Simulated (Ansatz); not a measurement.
`C=C(N)C#N` → `NC1=C=CN1`  (isomerisation)

Program: Ansatz. Geometries: PBE0-D4/def2-TZVP. ΔE: electronic, gas phase. CCSD(T)/CBS is the MP2 limit (def2-TZVPP, def2-QZVPP) plus CCSD(T) − MP2 in def2-TZVPP, frozen cores. DFT in def2-TZVPP. Each species was taken in one conformer, which may not be the lowest.

`C=C(N)C#N`:

```xyz
9

C    -0.352    0.968    0.823
C    -0.050    0.018   -0.068
N     1.211   -0.476   -0.352
C    -1.095   -0.536   -0.882
N    -1.919   -1.007   -1.532
H    -1.364    1.333    0.910
H     0.411    1.402    1.458
H     1.245   -1.420   -0.700
H     1.912   -0.283    0.345
```

`NC1=C=CN1`:

Z-matrix (Å, degrees):
```
C
C 1 1.439
C 1 1.722 2 50.4
N 1 1.319 2 130.7 3 -144.4
N 1 1.421 2 103.2 3 19.5
H 3 1.088 1 156.5 2 -122.3
H 4 1.005 1 122.4 2 169.0
H 4 1.006 1 118.2 2 -12.0
H 5 1.028 1 112.7 2 -128.6
```

| species | BLYP energy (Eh) |
| --- | --- |
| `C=C(N)C#N` | -226.21118 |
| `NC1=C=CN1` | -226.07486 |

Q: Work out ΔE.

A: ΔE = (-226.07486) − (-226.21118) = 0.13632 Eh = +357.9 kJ/mol. CCSD(T)/CBS gives +345.4 kJ/mol.

Q: What do rigid-rotor, harmonic-oscillator terms from PBE0-D4/def2-TZVP frequencies (298.15 K, 1 bar) make of the CCSD(T)/CBS value? (An estimate is asked.)

A: The calculation gave: ΔZPE = -0.4 kJ/mol, ΔH = +343.6 kJ/mol, ΔS = -11 J/(mol·K), ΔG = +347.0 kJ/mol.

Largest T1 diagnostic among the species: 0.014.

In def2-TZVPP, CCSD(T) changes the Hartree–Fock value by −10.6 kJ/mol (the triples alone add −4.6 kJ/mol) and MP2 by −6.3 kJ/mol. From BLYP to BHLYP (50 % exact exchange), in def2-TZVPP and without D4, ΔE moves by −6.4 kJ/mol.
